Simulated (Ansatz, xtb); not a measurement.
# Isomers of C4H7FS in order of energy

4 gas-phase structures of C4H7FS, from a drawn sample of its isomers (lower ones may exist). Each was relaxed with GFN2-xTB; where two conformers were screened, the lower at r2SCAN-D4/def2-SVP//GFN2-xTB is listed:

A. `F[C@H]1C[C@H](S)C1`, a singlet
B. `F[C@@H]1CC[C@H]1S`, a singlet
C. `F[C@@H]1CC[C@@H]1S`, a singlet
D. `F[C@H]1C[C@@H](S)C1`, a singlet

Question: Make a reasoned guess at their ranking by r2SCAN-D4/def2-SVP//GFN2-xTB single-point energy.

Answer: Calculated order at r2SCAN-D4/def2-SVP//GFN2-xTB: B (0.0), D (0.4), C (1.6), A (6.4) kJ/mol. Less than 1 kcal/mol parts B and D; D and C, so the order within those pairs means little.

Energies above the lowest of each column, in kJ/mol; the last columns are at r2SCAN-D4/def2-SVP geometries:

```json
{"structure": "B", "GFN2-xTB": "3.7", "HF/STO-3G": "2.5", "r2SCAN-D4/def2-SVP//GFN2-xTB": "0.0", "r2SCAN-D4/def2-SVP": "0.0", "CCSD(T)/def2-SVP + ΔMP2/def2-TZVPP": "0.0"}
{"structure": "D", "GFN2-xTB": "0.0", "HF/STO-3G": "0.0", "r2SCAN-D4/def2-SVP//GFN2-xTB": "0.4", "r2SCAN-D4/def2-SVP": "0.8", "CCSD(T)/def2-SVP + ΔMP2/def2-TZVPP": "1.2"}
{"structure": "C", "GFN2-xTB": "14.0", "HF/STO-3G": "8.8", "r2SCAN-D4/def2-SVP//GFN2-xTB": "1.6", "r2SCAN-D4/def2-SVP": "2.3", "CCSD(T)/def2-SVP + ΔMP2/def2-TZVPP": "5.2"}
{"structure": "A", "GFN2-xTB": "5.6", "HF/STO-3G": "7.5", "r2SCAN-D4/def2-SVP//GFN2-xTB": "6.4", "r2SCAN-D4/def2-SVP": "5.4", "CCSD(T)/def2-SVP + ΔMP2/def2-TZVPP": "4.7"}
```

CCSD(T)/def2-SVP + ΔMP2/def2-TZVPP has B and D within 1 kcal/mol of each other at the bottom, and every level picks one of them. CCSD(T)/def2-SVP + ΔMP2/def2-TZVPP orders those it was run on as B (0.0), D (1.2), A (4.7), C (5.2) kJ/mol. Less than 1 kcal/mol parts B and D; D and A; A and C, so the order within those pairs means little. Some further structures that were screened fall inside this span and aren't listed. Flexible structures stand in one conformer each, not always the lowest. Frequencies (GFN2-xTB) were run for A, B, D alone. ΔMP2 is the change of the MP2 energy from the smaller to the larger basis.

Over these structures GFN2-xTB departs from r2SCAN-D4/def2-SVP//GFN2-xTB by 4.3 kJ/mol on average once a common shift is removed. A GFN2-xTB relaxation took about 0.31 s and the r2SCAN-D4/def2-SVP//GFN2-xTB energy about 5.3 s on a shared host (Ansatz 0.2.0, xtb 6.7.1).
